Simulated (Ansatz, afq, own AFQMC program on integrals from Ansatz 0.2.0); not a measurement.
AFQMC on a folder of integrals that Ansatz 0.2.0 wrote.

```yaml
crystal:
  periodic: [false, false, false]
  atoms:
    - {symbol: Ge, position_ang: [0.000000, 0.000000, 0.000000]}
    - {symbol: H, position_ang: [0.715662, 1.318255, 1.316554]}
    - {symbol: H, position_ang: [-0.726575, -1.312854, 1.315972]}
    - {symbol: H, position_ang: [-0.713010, 1.314292, -1.321943]}
    - {symbol: H, position_ang: [0.723924, -1.319692, -1.310583]}
basis:
  gaussian: {orbitals: 6-31G}
total_charge: 1
magnetization: {spin_polarized: false, initial_magnetization: 1}
correlation: {method: ccsd_t, electrons: outside_noble_gas, hamiltonian_folder: ham}
```

```sh
$ ansatz run in.yaml --threads 1 --pin off --events-out ev --progress --plain --max-ram 16896MiB --backend cuda --devices 0, --max-vram 18GiB
```

afq runs on the folder ham with

```
--method phaseless --trial hf --walkers 4000 --populations 20 --least-time 40 --time-step 0.005 --steps-per-block 20 --equilibration-blocks 160 --max-blocks 4000 --target-error 0.0016 --factor-cut 1e-05 --start spin_pure --seed 1297 --taylor-order 6
```

Times are imaginary, in 1/Eh. The walk had a cap of 49 s. With eight or more populations the least sampling time is a fifth of least-time, and the error comes from their spread. Filled inner d shells are frozen with the cores.

Output of the walk:

```
orbitals 23  electrons 4 3  factors 175 of 378
reference energy -2076.77224970 Eh
CCSD correlation -0.13320157 Eh in 12 cycles, weight of the determinant in the CISD state 0.8144
energy of the start -2076.772248 Eh
 block  time / (1/Eh)  mean weight  energy / Eh
     1     0.100  1.0003  -2076.784105
     2     0.200  1.0004  -2076.793965
     3     0.300  1.0003  -2076.802458
     4     0.400  1.0003  -2076.809979
     5     0.500  1.0005  -2076.817602
     8     0.800  1.0004  -2076.834473
    13     1.300  1.0001  -2076.855531
    25     2.500  1.0003  -2076.882804
    31     3.100  1.0001  -2076.888315
    49     4.900  1.0001  -2076.895601
    67     6.700  1.0001  -2076.901836
    85     8.500  0.9996  -2076.896008
   103    10.300  1.0001  -2076.895328
   121    12.100  1.0002  -2076.896849
   139    13.900  1.0002  -2076.898852
   157    15.700  1.0001  -2076.897638
   175    17.500  1.0001  -2076.900581
   193    19.300  1.0002  -2076.894150
   211    21.100  1.0002  -2076.893726
   229    22.900  0.9998  -2076.892864
   235    23.500  1.0001  -2076.893958
error from the spread of 20 populations
energy -2076.894399 +/- 0.000969 Eh
(rows thinned)
```

The run passed its tests (sampling time, drift between the halves within three errors, error under three times the target), which doesn't prove that it has relaxed. The second half of the sampling lies above the first by 1.8 errors of their difference, so the energy may still be moving and its error bar be too small.

Against this walk (error 26.4 meV) on the same determinant: CCSD(T) 433.7 meV lower, CCSDT(Q) 493.5 meV lower, CCSDTQ 495.4 meV lower, full CI 495.4 meV lower, a separate phaseless walk with a CISD trial and standard settings 433.0 ± 26.6 meV lower. The error is statistical and leaves out the bias of the constraint. Full CI is exact here, so the walk's 495 meV above it is the walk's own error: the bias of the constraint with this trial, or a walk that hasn't relaxed. It lies above even CCSD, by 301 meV.

Cautions: constraint bias not in the error; no relativity below Rb; no spin-orbit coupling; inner d shell frozen; a spin-contaminated unrestricted determinant lies lower (UHF 658 meV lower, ⟨S²⟩ 1.26); the search met a lower determinant of the same kind, perhaps of another symmetry (124 meV lower).

The walk took 44 s on 1 × NVIDIA H100 80GB HBM3 with 2 threads of AMD EPYC 7R13 Processor (Zen 3), with other jobs on the host (the card was shared). The log's last line is the phaseless energy.

CCSDT and higher add their correlation energy to the determinant of the CCSD(T) run, since their own runs factorise the integrals more tightly (a shift of under 2 meV). A walk keeps the symmetry of its determinant, which the program's search chose and which needn't be the lowest solution, so a lower state of the same spin and another symmetry isn't excluded.
